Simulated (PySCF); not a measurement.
B3LYP has the VWN-RPA correlation part, as in Gaussian. 

**C3H9N, SMILES `CN(C)C` (charge 0, multiplicity 1)**

Calculation: B3LYP-D3(BJ)/def2-TZVP // B3LYP-D3(BJ)/def2-SVP run with PySCF 2.14.0.

```yaml
HOMO: -5.89 eV
dipole_moment: 0.42 D
HOMO–LUMO gap: 6.70 eV
LUMO: 0.81 eV
S1 excitation (TDA): 5.74 eV
S1 oscillator strength: 0.048
T1 excitation (TDA): 5.55 eV
S1–T1 gap (TDA): 0.19 eV
vertical ionisation energy (Delta-SCF): 8.29 eV
total_energy: -174.5574 Ha
cost: very roughly 2.3 core-minutes
```

```xyz
13

C     -0.5779    -1.1698    -0.4752
N     -0.0131     0.1608    -0.4188
C     -0.8057     1.0621     0.3887
C      1.3800     0.1521    -0.0292
H      0.0071    -1.8026    -1.1617
H     -1.6124    -1.1284    -0.8518
H     -0.6013    -1.6818     0.5166
H     -1.8400     1.1015     0.0111
H     -0.3892     2.0810     0.3417
H     -0.8514     0.7668     1.4644
H      1.5464    -0.2317     1.0059
H      1.9632    -0.4819    -0.7160
H      1.7944     1.1718    -0.0757
```
